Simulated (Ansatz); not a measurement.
Relaxed structures of SiH3SO (charge +1), closed shell (PBE0-D4/def2-TZVP; forces vanish, vibrations not checked; lower isomers may exist, and structures with a doubtful reference or unclear bonds are left out; Å). Program: Ansatz 0.2.0. Basis: def2-TZVPP. Cores are frozen in the correlated methods.

Problem. Rank them by CCSD(T) energy, lowest first, and give each one's height above the lowest. Links in brackets join atoms within 1.22 times the sum of their covalent radii (1.1 for two metals). (To be estimated.)
A.
SiH₃SO ([OH][SH][SiH]), total charge +1
```
6
angstrom
O -1.4276 0.1732 -0.9105
Si 0.4637 -0.2481 1.7299
S -0.0106 0.5952 -0.3102
H -1.7050 -0.7299 -0.6903
H 0.8787 -0.1476 -1.0224
H 1.7916 0.3483 1.2655
```
B.
SiH₃SO ([SiH][OH][SH]), total charge +1
```
6
angstrom
O 0.2128 -0.1311 -0.3865
Si -1.4465 0.0110 -1.1572
S 0.7378 -0.5542 1.2283
H -2.0652 -0.2303 0.1987
H 0.9791 -0.0537 -0.9810
H 0.8409 0.7285 1.6303
```
C.
SiH₃SO ([OH][SiH][SH]), total charge +1
```
6
angstrom
O -1.3120 -0.1997 -0.9585
Si 0.1047 0.0602 -0.3312
S 0.4621 -0.0745 1.6674
H -2.1466 -0.4388 -0.5401
H 1.1283 0.4055 -1.3210
H 1.7635 0.2473 1.4834
```

Solution. By the calculation: C (0.00 kcal/mol), B (81.50 kcal/mol), A (86.12 kcal/mol). Heights count from the lowest.

No T1 diagnostic of these runs exceeds 0.016. The restricted Hartree–Fock reference is unstable towards an unrestricted one at one or more of these structures.

For scale, one of the runs: CCSD(T)/def2-TZVPP, 157 basis functions, launched by `ansatz run in.yaml --threads 2 --pin off --events-out ev --progress --plain --max-ram 4352MiB`. Hardware: 2 CPU threads of an AMD EPYC 7R13, shared host. Wall time 13 s; peak host memory 1 GiB.
